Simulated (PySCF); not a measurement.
Atomic charges against the basis set

2-methyl-2-oxazoline, C4H7NO.
Structure used (PBE0-D3(BJ)/def2-SVP), in Å, numbered top down from 1:
```
atom  x, y, z in Å
C1     2.1445    0.0241   -0.0749
C2     0.6669   -0.0954   -0.0259
N3    -0.0066   -1.1708   -0.0013
C4    -1.4079   -0.7863    0.0280
C5    -1.3926    0.7573    0.0711
O6    -0.0049    1.0822   -0.0093
H7     2.5937   -0.9745   -0.1002
H8     2.4469    0.5941   -0.9661
H9     2.5084    0.5762    0.8047
H10   -1.9242   -1.1800   -0.8638
H11   -1.9096   -1.2299    0.9034
H12   -1.9167    1.2305   -0.7732
H13   -1.7978    1.1727    1.0075
```

PBE0 throughout (PySCF), one geometry, spherical d and f functions. Isolated species at its PBE0-D3(BJ)/def2-SVP geometry, gas phase. Atoms taken as equivalent share a column and are averaged. The first 7 of 9 kinds of atom are listed.

Mulliken charges (e):

| basis | functions | C1 | C2 | N3 | C4 | C5 | O6 | H7/H8/H9 |
| --- | --- | --- | --- | --- | --- | --- | --- | --- |
| pcSseg-0 | 68 | -0.610 | +0.464 | -0.601 | -0.264 | -0.152 | -0.647 | +0.258 |
| cc-pVDZ | 119 | -0.011 | +0.104 | -0.293 | +0.002 | +0.080 | -0.293 | +0.070 |
| pcSseg-1 | 137 | -0.189 | +0.251 | -0.459 | -0.092 | +0.025 | -0.474 | +0.142 |
| aug-cc-pVDZ | 201 | +0.520 | +0.297 | -0.488 | +0.656 | +1.071 | -0.720 | -0.055 |
| cc-pVTZ | 278 | -0.269 | +0.169 | -0.238 | -0.080 | -0.007 | -0.241 | +0.114 |
| IGLO-III | 280 | -0.439 | +0.422 | -0.410 | -0.066 | -0.086 | -0.295 | +0.141 |
| pcSseg-2 | 314 | -0.053 | +0.263 | -0.353 | +0.085 | +0.174 | -0.399 | +0.049 |

IAO charges (e):

```json
{"basis": "pcSseg-0", "functions": "68", "C1": "-0.447", "C2": "+0.300", "N3": "-0.340", "C4": "-0.206", "C5": "-0.112", "O6": "-0.333", "H7/H8/H9": "+0.171"}
{"basis": "cc-pVDZ", "functions": "119", "C1": "-0.442", "C2": "+0.343", "N3": "-0.359", "C4": "-0.172", "C5": "-0.083", "O6": "-0.352", "H7/H8/H9": "+0.165"}
{"basis": "pcSseg-1", "functions": "137", "C1": "-0.438", "C2": "+0.343", "N3": "-0.367", "C4": "-0.173", "C5": "-0.083", "O6": "-0.359", "H7/H8/H9": "+0.166"}
{"basis": "aug-cc-pVDZ", "functions": "201", "C1": "-0.451", "C2": "+0.353", "N3": "-0.377", "C4": "-0.175", "C5": "-0.086", "O6": "-0.365", "H7/H8/H9": "+0.170"}
{"basis": "cc-pVTZ", "functions": "278", "C1": "-0.455", "C2": "+0.355", "N3": "-0.373", "C4": "-0.177", "C5": "-0.085", "O6": "-0.363", "H7/H8/H9": "+0.170"}
{"basis": "IGLO-III", "functions": "280", "C1": "-0.454", "C2": "+0.355", "N3": "-0.378", "C4": "-0.177", "C5": "-0.086", "O6": "-0.366", "H7/H8/H9": "+0.171"}
{"basis": "pcSseg-2", "functions": "314", "C1": "-0.454", "C2": "+0.356", "N3": "-0.377", "C4": "-0.177", "C5": "-0.085", "O6": "-0.366", "H7/H8/H9": "+0.171"}
```

Some averages cover members that differ in this geometry, most widely: H7/H8/H9, Mulliken in aug-cc-pVDZ -0.096 to -0.033; H7/H8/H9, Mulliken in IGLO-III +0.131 to +0.160 e.

Q: Which scheme is steadiest as the basis changes?

A: Largest range over the bases for any column: IAO 0.06 e, Mulliken 1.22 e. IAO charges move least and Mulliken charges most, counted in e.

Q: How much do the charges still move between the two largest bases, IGLO-III and pcSseg-2?

A: At most, over all atoms: Mulliken 0.386 e, IAO 0.001 e.

Q: What do the same runs give for the total energy, the frontier levels and the dipole moment?

A: 
```csv
basis,energy (Eh),HOMO (eV),LUMO (eV),μ (D)
pcSseg-0,-285.5911,-7.08,0.76,1.60
cc-pVDZ,-286.2939,-6.79,1.00,1.24
pcSseg-1,-286.2423,-7.03,0.77,1.42
aug-cc-pVDZ,-286.3143,-7.01,-0.06,1.33
cc-pVTZ,-286.3752,-6.96,0.77,1.29
IGLO-III,-286.3900,-7.03,0.65,1.33
pcSseg-2,-286.3843,-7.04,0.61,1.34
```

The dipole is fixed by the density alone, so its range of 0.36 D shows that the density itself changes with the basis, not only its division among atoms.
